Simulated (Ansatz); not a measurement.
Z-matrix (Å, degrees):
```
C
C 1 1.522
B 1 1.551 2 118.3
H 1 1.102 2 111.1 3 -123.4
H 1 1.102 2 111.1 3 123.7
H 2 1.093 1 111.1 3 59.4
H 2 1.093 1 112.2 3 179.9
H 2 1.093 1 111.1 3 -59.6
H 3 1.199 1 119.5 2 179.8
H 3 1.200 1 122.2 2 -0.2
```

Total charge 0; spin multiplicity 1.

**Question.** List the ωB97M-V/def2-TZVPP orbital energies in eV (Ansatz 0.2.0). (An estimate is asked.)

**Answer.** Computed: Occupied: -281.07, -280.93, -187.77, -23.94, -20.20, -16.21, -14.83, -14.19, -13.11, -12.09, -11.31, -11.13. Lowest empty: 0.65, 2.41, 3.33, 3.51, 3.97, 4.33, 5.08, 5.21.
